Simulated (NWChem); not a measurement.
## Correlation energy of ethane (C2H6)

```xyz
8

C      0.0446    -0.7626     0.0000
C     -0.0446     0.7626     0.0000
H      0.5801    -1.1369     0.8880
H      0.5801    -1.1369    -0.8880
H     -0.9553    -1.2267     0.0000
H     -0.5801     1.1369     0.8880
H     -0.5801     1.1369    -0.8880
H      0.9553     1.2267     0.0000
```
Charge 0, spin multiplicity 1.

Everything below was run with NWChem. The geometry was optimised at B3LYP/def2-SVP, a minimum by its harmonic frequencies.

Basis set: cc-pVDZ. Each correlation energy counts from its own Hartree-Fock reference.

The correlated methods keep 2 core orbitals frozen. No row is a measurement; the coupled-cluster row has its own basis-set and correlation limits.

**Question.** One of these methods gave a correlation energy of -347.1 mHa. Which?
A. CCSD+T(CCSD)
B. CR-CCSD[T]
C. CCSD
D. SCS-MP2

**Answer.** B, CR-CCSD[T]. The others give -340.1 (CCSD), -348.7 (CCSD+T(CCSD)), -309.2 (SCS-MP2).
